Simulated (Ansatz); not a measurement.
**Nudged elastic band run: C₃H₇NO**

input.yaml

```yaml
crystal:
  periodic: [false, false, false]
  atoms:
    - { symbol: C, position_ang: [1.222531, -0.366677, 0.810387] }
    - { symbol: C, position_ang: [-0.122454, -0.475221, 0.673314] }
    - { symbol: O, position_ang: [-0.92188, -1.273648, 1.463341] }
    - { symbol: "N", position_ang: [-0.921675, 0.209273, -0.229964] }
    - { symbol: C, position_ang: [-0.293087, 0.984113, -1.282323] }
    - { symbol: H, position_ang: [1.819324, 0.238568, 0.129453] }
    - { symbol: H, position_ang: [1.739119, -0.846142, 1.644879] }
    - { symbol: H, position_ang: [-0.319681, -1.813301, 2.012883] }
    - { symbol: H, position_ang: [-1.734569, -0.33704, -0.517982] }
    - { symbol: H, position_ang: [0.304512, 1.794979, -0.831266] }
    - { symbol: H, position_ang: [0.38068, 0.386345, -1.933395] }
    - { symbol: H, position_ang: [-1.07592, 1.443451, -1.905229] }
basis:
  gaussian: { orbitals: "6-31G*" }
hamiltonian:
  xc: pbe
  dispersion: d4
neb:
  order_check: false
  images: 9
  f_tol: 0.05
  max_iterations: 60
  final_atoms:
    - { symbol: C, position_ang: [1.22212113, -0.36582704, 0.81038681] }
    - { symbol: C, position_ang: [-0.12295469, -0.47442964, 0.67367036] }
    - { symbol: O, position_ang: [-0.92133941, -1.27463483, 1.46241997] }
    - { symbol: "N", position_ang: [-0.92284084, 0.21096837, -0.22877486] }
    - { symbol: C, position_ang: [-0.29304853, 0.98461532, -1.28183667] }
    - { symbol: H, position_ang: [1.73872626, -0.85027955, 1.64212572] }
    - { symbol: H, position_ang: [1.81961774, 0.23998919, 0.13064112] }
    - { symbol: H, position_ang: [-0.31885021, -1.81376938, 2.01204927] }
    - { symbol: H, position_ang: [-1.73435572, -0.33680663, -0.51825709] }
    - { symbol: H, position_ang: [0.30319559, 1.79663379, -0.83114889] }
    - { symbol: H, position_ang: [0.38202713, 0.38598429, -1.93066011] }
    - { symbol: H, position_ang: [-1.07539845, 1.44225609, -1.90651763] }
  initial_path:
    images:
      - { positions_ang: [[1.222531, -0.366677, 0.810387], [-0.122454, -0.475221, 0.673314], [-0.92188, -1.273648, 1.463341], [-0.921675, 0.209273, -0.229964], [-0.293087, 0.984113, -1.282323], [1.819324, 0.238568, 0.129453], [1.739119, -0.846142, 1.644879], [-0.319681, -1.813301, 2.012883], [-1.734569, -0.33704, -0.517982], [0.304512, 1.794979, -0.831266], [0.38068, 0.386345, -1.933395], [-1.07592, 1.443451, -1.905229]] }
      - { positions_ang: [[1.2257541, -0.3605787, 0.83560563], [-0.12144732, -0.46643135, 0.67267602], [-0.91873941, -1.28421641, 1.44212995], [-0.89013662, 0.22138456, -0.23592474], [-0.2968345, 0.9700168, -1.3147449], [1.76149523, 0.26108665, 0.45453497], [1.78399263, -0.86364407, 1.41332458], [-0.30996544, -1.79443071, 2.0183239], [-1.73617532, -0.3014506, -0.48301012], [0.32567594, 1.776108, -0.89133541], [0.33619568, 0.34982593, -1.96182506], [-1.08291496, 1.43702991, -1.91565682]] }
      - { positions_ang: [[1.2289772, -0.3544804, 0.86082426], [-0.12044065, -0.4576417, 0.67203805], [-0.91559882, -1.29478482, 1.42091889], [-0.85859823, 0.23349611, -0.24188548], [-0.30058201, 0.9559206, -1.3471668], [1.70366647, 0.2836053, 0.77961695], [1.82886626, -0.88114614, 1.18177015], [-0.30024987, -1.77556043, 2.0237648], [-1.73778165, -0.26586119, -0.44803824], [0.34683989, 1.757237, -0.95140482], [0.29171135, 0.31330685, -1.99025511], [-1.08990993, 1.43060881, -1.92608465]] }
      - { positions_ang: [[1.2322003, -0.34838209, 0.88604288], [-0.11943397, -0.44885205, 0.67140007], [-0.91245824, -1.30535324, 1.39970784], [-0.82705985, 0.24560767, -0.24784622], [-0.30432951, 0.9418244, -1.3795887], [1.6458377, 0.30612395, 1.10469892], [1.87373989, -0.89864821, 0.95021573], [-0.29053431, -1.75669014, 2.0292057], [-1.73938797, -0.23027179, -0.41306636], [0.36800383, 1.73836599, -1.01147423], [0.24722703, 0.27678778, -2.01868517], [-1.09690489, 1.42418772, -1.93651247]] }
      - { positions_ang: [[1.2354234, -0.34228379, 0.91126151], [-0.1184273, -0.4400624, 0.6707621], [-0.90931765, -1.31592165, 1.37849679], [-0.79552147, 0.25771923, -0.25380696], [-0.30807702, 0.92772821, -1.4120106], [1.58800893, 0.3286426, 1.4297809], [1.91861352, -0.91615028, 0.71866131], [-0.28081874, -1.73781985, 2.0346466], [-1.74099429, -0.19468238, -0.37809449], [0.38916778, 1.71949499, -1.07154364], [0.2027427, 0.24026871, -2.04711523], [-1.10389985, 1.41776663, -1.94694029]] }
      - { positions_ang: [[1.2386465, -0.33618549, 0.93648014], [-0.11742062, -0.43127276, 0.67012412], [-0.90617706, -1.32649006, 1.35728574], [-0.76398309, 0.26983079, -0.2597677], [-0.31182452, 0.91363201, -1.4444325], [1.53018017, 0.35116125, 1.75486287], [1.96348714, -0.93365235, 0.48710689], [-0.27110318, -1.71894957, 2.04008751], [-1.74260062, -0.15909298, -0.34312261], [0.41033172, 1.70062399, -1.13161305], [0.15825838, 0.20374963, -2.07554529], [-1.11089482, 1.41134553, -1.95736812]] }
      - { positions_ang: [[1.23534142, -0.3421138, 0.91126147], [-0.11852744, -0.43990413, 0.67083337], [-0.90920953, -1.31611901, 1.37831258], [-0.79575464, 0.2580583, -0.25356913], [-0.30806933, 0.92782867, -1.41191333], [1.57188939, 0.11087309, 1.73231544], [1.93471326, -0.69892404, 0.41581373], [-0.28065259, -1.73791353, 2.03447986], [-1.74095164, -0.19463571, -0.37814951], [0.3889045, 1.71982595, -1.07152022], [0.20301213, 0.24019656, -2.04656825], [-1.10379555, 1.41752765, -1.94719802]] }
      - { positions_ang: [[1.23203635, -0.34804211, 0.88604281], [-0.11963425, -0.44853551, 0.67154262], [-0.912242, -1.30574797, 1.39933943], [-0.82752619, 0.24628582, -0.24737056], [-0.30431413, 0.94202533, -1.37939417], [1.61359861, -0.12941507, 1.70976801], [1.90593938, -0.46419573, 0.34452058], [-0.29020199, -1.75687749, 2.02887221], [-1.73930266, -0.23017844, -0.4131764], [0.36747727, 1.73902791, -1.01142739], [0.24776588, 0.2766435, -2.01759122], [-1.09669627, 1.42370976, -1.93702792]] }
      - { positions_ang: [[1.22873128, -0.35397042, 0.86082414], [-0.12074106, -0.45716688, 0.67225187], [-0.91527447, -1.29537692, 1.42036628], [-0.85929774, 0.23451334, -0.241172], [-0.30055893, 0.956222, -1.346875], [1.65530783, -0.36970323, 1.68722058], [1.8771655, -0.22946742, 0.27322743], [-0.2997514, -1.77584146, 2.02326456], [-1.73765368, -0.26572117, -0.4482033], [0.34605004, 1.75822987, -0.95133456], [0.29251963, 0.31309043, -1.98861418], [-1.089597, 1.42989187, -1.92685782]] }
      - { positions_ang: [[1.2254262, -0.35989873, 0.83560548], [-0.12184788, -0.46579826, 0.67296111], [-0.91830694, -1.28500587, 1.44139312], [-0.89106929, 0.22274086, -0.23497343], [-0.29680373, 0.97041866, -1.31435584], [1.69701704, -0.60999139, 1.66467315], [1.84839162, 0.00526088, 0.20193427], [-0.30930081, -1.79480542, 2.01765691], [-1.7360047, -0.3012639, -0.4832302], [0.32462282, 1.77743183, -0.89124172], [0.33727338, 0.34953736, -1.95963714], [-1.08249773, 1.43607398, -1.91668773]] }
      - { positions_ang: [[1.22212113, -0.36582704, 0.81038681], [-0.12295469, -0.47442964, 0.67367036], [-0.92133941, -1.27463483, 1.46241997], [-0.92284084, 0.21096837, -0.22877486], [-0.29304853, 0.98461532, -1.28183667], [1.73872626, -0.85027955, 1.64212572], [1.81961774, 0.23998919, 0.13064112], [-0.31885021, -1.81376938, 2.01204927], [-1.73435572, -0.33680663, -0.51825709], [0.30319559, 1.79663379, -0.83114889], [0.38202713, 0.38598429, -1.93066011], [-1.07539845, 1.44225609, -1.90651763]] }
```

Launched with:

```bash
$ ansatz run input.yaml --threads 1 --pin off --max-ram 2048MiB --backend cpu --events-out ev --progress --plain --runs-dir out
```

Output, in part (warnings, iteration lines, the closing report on the highest movable image, with atoms numbered from 0):

```
NEB end point (image 0): max|allowed force component| = 5.109e-3 eV/Å (the criterion of neb.relax_end_points is 1.000e-2)
NEB end point (image 10): max|allowed force component| = 9.653e-3 eV/Å (the criterion of neb.relax_end_points is 1.000e-2)
NEB iter   1: max|band force component| = 2.355e1 eV/Å  barrier→ = 5.9503 eV  barrier← = 5.9503 eV  Δτ_max = 0.1968 Å  (345 SCF iters)
NEB iter   2: max|band force component| = 7.782e0 eV/Å  barrier→ = 2.6899 eV  barrier← = 2.6899 eV  Δτ_max = 0.1982 Å  (306 SCF iters)
NEB iter   3: max|band force component| = 4.261e0 eV/Å  barrier→ = 1.8101 eV  barrier← = 1.8101 eV  Δτ_max = 0.1928 Å  (297 SCF iters)
NEB iter   4: max|band force component| = 1.132e0 eV/Å  barrier→ = 1.7294 eV  barrier← = 1.7294 eV  Δτ_max = 0.1856 Å  (280 SCF iters)
NEB iter   5: max|band force component| = 6.677e-1 eV/Å  barrier→ = 1.6356 eV  barrier← = 1.6356 eV  Δτ_max = 0.1422 Å  (279 SCF iters)
NEB iter   6: max|band force component| = 7.118e-1 eV/Å  barrier→ = 1.6136 eV  barrier← = 1.6136 eV  Δτ_max = 0.0645 Å  (280 SCF iters)
NEB iter   7: max|band force component| = 4.164e-1 eV/Å  barrier→ = 1.5979 eV  barrier← = 1.5979 eV  CI = image 5  Δτ_max = 0.0699 Å  (288 SCF iters)
NEB iter   8: max|band force component| = 1.540e-1 eV/Å  barrier→ = 1.6120 eV  barrier← = 1.6120 eV  CI = image 5  Δτ_max = 0.0914 Å  (283 SCF iters)
NEB iter   9: max|band force component| = 2.200e-1 eV/Å  barrier→ = 1.6048 eV  barrier← = 1.6048 eV  CI = image 5  Δτ_max = 0.0459 Å  (276 SCF iters)
NEB iter  10: max|band force component| = 2.212e-1 eV/Å  barrier→ = 1.6009 eV  barrier← = 1.6009 eV  CI = image 5  Δτ_max = 0.0459 Å  (281 SCF iters)
NEB iter  11: max|band force component| = 2.432e-1 eV/Å  barrier→ = 1.5963 eV  barrier← = 1.5963 eV  CI = image 5  Δτ_max = 0.0459 Å  (281 SCF iters)
NEB iter  12: max|band force component| = 1.971e-1 eV/Å  barrier→ = 1.5923 eV  barrier← = 1.5923 eV  CI = image 5  Δτ_max = 0.0918 Å  (284 SCF iters)
NEB iter  13: max|band force component| = 1.552e-1 eV/Å  barrier→ = 1.5851 eV  barrier← = 1.5851 eV  CI = image 5  Δτ_max = 0.0918 Å  (281 SCF iters)
NEB iter  14: max|band force component| = 1.009e-1 eV/Å  barrier→ = 1.5800 eV  barrier← = 1.5800 eV  CI = image 5  Δτ_max = 0.0912 Å  (280 SCF iters)
NEB iter  15: max|band force component| = 1.192e-1 eV/Å  barrier→ = 1.5777 eV  barrier← = 1.5777 eV  CI = image 5  Δτ_max = 0.0458 Å  (282 SCF iters)
NEB iter  16: max|band force component| = 9.275e-2 eV/Å  barrier→ = 1.5769 eV  barrier← = 1.5769 eV  CI = image 5  Δτ_max = 0.0458 Å  (285 SCF iters)
NEB iter  17: max|band force component| = 5.584e-2 eV/Å  barrier→ = 1.5765 eV  barrier← = 1.5765 eV  CI = image 5  Δτ_max = 0.0458 Å  (289 SCF iters)
NEB iter  18: max|band force component| = 3.653e-2 eV/Å  barrier→ = 1.5763 eV  barrier← = 1.5763 eV  CI = image 5  Δτ_max = 0.0000 Å  (756 SCF iters)
Total energy: -6751.54837528 eV, -248.1148264276 hartree
Atom 0 at     1.163557    -0.320807     1.163394 Å, force    -0.003830    -0.003866     0.005067 eV/Å
Atom 1 at    -0.173819    -0.538829     0.678057 Å, force     0.014784     0.011808     0.001106 eV/Å
Atom 2 at    -0.953395    -1.356309     1.409914 Å, force     0.029067    -0.007318     0.020813 eV/Å
Atom 3 at    -0.816367    -0.066545    -0.400725 Å, force    -0.007439     0.003339    -0.010840 eV/Å
Atom 4 at    -0.213462     0.836640    -1.364670 Å, force     0.003158    -0.010908     0.010778 eV/Å
Atom 5 at     1.338719     0.751257     1.371956 Å, force     0.000485     0.004837    -0.003134 eV/Å
Atom 6 at     1.913728    -0.648080     0.419459 Å, force     0.002221    -0.000457    -0.005943 eV/Å
Atom 7 at    -0.249654    -1.547484     2.113151 Å, force    -0.036413    -0.002774    -0.015350 eV/Å
Atom 8 at    -1.786703    -0.356567    -0.558410 Å, force     0.002810     0.000034     0.002431 eV/Å
Atom 9 at     0.815625     1.021105    -1.015831 Å, force    -0.003610     0.001366    -0.003811 eV/Å
Atom 10 at    -0.192096     0.381290    -2.369966 Å, force     0.000377     0.000830    -0.001261 eV/Å
Atom 11 at    -0.769234     1.789029    -1.412232 Å, force    -0.001610     0.003108     0.000145 eV/Å
Dipole moment:    -0.514411     0.231466    -0.649825 e Å
```

The forces met the threshold. A vibrational analysis at the climbing image gives one clearly imaginary mode, 815i cm⁻¹: a first-order saddle point.

Final band (atoms are numbered from 1 in the order of the input):

```json
{"image": "0", "path coordinate (Å)": "0.00", "energy (eV)": "0.00", "dihedral H6–C1–C2–N4 (°)": "-5"}
{"image": "1", "path coordinate (Å)": "0.69", "energy (eV)": "0.03", "dihedral H6–C1–C2–N4 (°)": "0"}
{"image": "2", "path coordinate (Å)": "1.38", "energy (eV)": "0.09", "dihedral H6–C1–C2–N4 (°)": "4"}
{"image": "3", "path coordinate (Å)": "2.07", "energy (eV)": "0.22", "dihedral H6–C1–C2–N4 (°)": "17"}
{"image": "4", "path coordinate (Å)": "2.76", "energy (eV)": "0.90", "dihedral H6–C1–C2–N4 (°)": "35"}
{"image": "5", "path coordinate (Å)": "3.45", "energy (eV)": "1.58", "dihedral H6–C1–C2–N4 (°)": "60"}
{"image": "6", "path coordinate (Å)": "4.08", "energy (eV)": "0.98", "dihedral H6–C1–C2–N4 (°)": "101"}
{"image": "7", "path coordinate (Å)": "4.71", "energy (eV)": "0.29", "dihedral H6–C1–C2–N4 (°)": "143"}
{"image": "8", "path coordinate (Å)": "5.34", "energy (eV)": "0.10", "dihedral H6–C1–C2–N4 (°)": "166"}
{"image": "9", "path coordinate (Å)": "5.97", "energy (eV)": "0.04", "dihedral H6–C1–C2–N4 (°)": "166"}
{"image": "10", "path coordinate (Å)": "6.61", "energy (eV)": "0.00", "dihedral H6–C1–C2–N4 (°)": "172"}
```

Run time: 4.4 min on 1 thread of Intel(R) Xeon(R) 6975P-C (Granite Rapids), on a shared host, peak memory 0.19 GiB.
